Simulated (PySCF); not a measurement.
PySCF input (BP86/def2-SVP):

```python
from pyscf import gto, dft

mol = gto.M(
    atom='''
    O     0.05230881   -0.67057054    0.10712734
    C    -0.06030901    0.67760296   -0.04419087
    C     1.37272476   -1.17986554    0.01616680
    C    -1.44671800    1.19660655   -0.00721166
    H     0.71276390    1.16106688   -0.63684807
    H     1.30577715   -2.26075463    0.11899958
    H     1.81883767   -0.93384930   -0.95344006
    H     2.00154543   -0.77313859    0.81351599
    H    -2.04587074    0.85259076   -0.86374707
    H    -1.96391863    0.86558883    0.89724905
    H    -1.44179168    2.28699647   -0.02133387
    ''',
    basis='def2-svp',
    charge=0,
    spin=1,
    verbose=4,
)

mf = dft.UKS(mol, xc='bp86')
mf.grids.level = 3
mf.conv_tol = 1e-9
mf.max_cycle = 100
mf.max_memory = 1500
mf.kernel()
if not mf.converged:
    mf = mf.newton()
    mf.kernel(mf.make_rdm1())
mo, _, stable, _ = mf.stability(return_status=True)
if not stable:
    mf.kernel(mf.make_rdm1(mo, mf.mo_occ))
    stable = mf.stability(return_status=True)[2]
mf.dip_moment()
```

Predict the final energy.

-193.53502 Eh.
